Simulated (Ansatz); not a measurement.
Process, species as SMILES: C1CS1 + 2 C (CH4) + S (H2S) → CC (C2H6) [ethane] + 2 CS (CH4S)

Wanted: bond separation energy (enthalpy at 298 K), in kcal/mol. Conventions: spin-orbit terms left out; LANL2DZ with its own core potentials from Na on; non-relativistic; frozen cores in correlated levels; dispersion terms only where a functional's name holds one; 6-311+G** with 5d, 6d on Na to Ar in Ansatz (an electronic-structure program); six Cartesian d functions in 6-31G* and its kin unless marked 5d. CBS(X,Y): correlation extrapolated as X^-3; Hartree-Fock from the larger set. [CCSD(T)-MP2]/basis is that difference in the basis named. First-principles rows: single points at B3LYP-D3(BJ) geometries (Ansatz), with unscaled harmonic terms from B3LYP/6-31G* (Ansatz) at its own minima.

Measured values: Active Thermochemical Tables 1.112 (ions: stationary electron), as tabulated in the package chemicals; G2/97 table in ASE (Curtiss et al.); they hold spin-orbit and core effects, anharmonicity. 

Value to compare with, the measured value: -10.1 kcal/mol.

| level | program | bond separation energy (enthalpy at 298 K) (kcal/mol) | error |
|---|---|---|---|
| B3LYP/STO-3G | Ansatz | -26.6 | -16.5 |
| B3LYP/3-21G | Ansatz | -16.5 | -6.4 |
| B3LYP/LANL2DZ | Ansatz | -14.1 | -4.0 |
| B3LYP/6-31G | Ansatz | -12.8 | -2.7 |
| B3LYP/6-31G* | Ansatz | -10.4 | -0.3 |
| B3LYP/6-31+G* | Ansatz | -9.6 | 0.5 |
| B3LYP/6-31G** | Ansatz | -10.3 | -0.2 |
| B3LYP/def2-SVP | Ansatz | -10.7 | -0.6 |
| B3LYP/cc-pVDZ | Ansatz | -10.2 | -0.1 |
| B3LYP/6-311+G** | Ansatz | -8.9 | 1.2 |
| B3LYP/def2-TZVPD | Ansatz | -8.8 | 1.3 |
| RI-MP2/CBS(cc-pV(T+d)Z,cc-pV(Q+d)Z)+[CCSD(T)-MP2]/cc-pV(T+d)Z | Ansatz | -9.5 | 0.6 |

Among the 10 habitual levels, B3LYP/STO-3G lies farthest from the measured value (-16.5 kcal/mol); 2 of 10 lie above it, and their mean absolute error is 3.2 kcal/mol, the median 0.9. One case shows no general order.

The sets are all those run for this method; left out are runs that failed, that the program found above a lower state of the same kind, or whose <S^2> lies over 0.5 above the pure value.
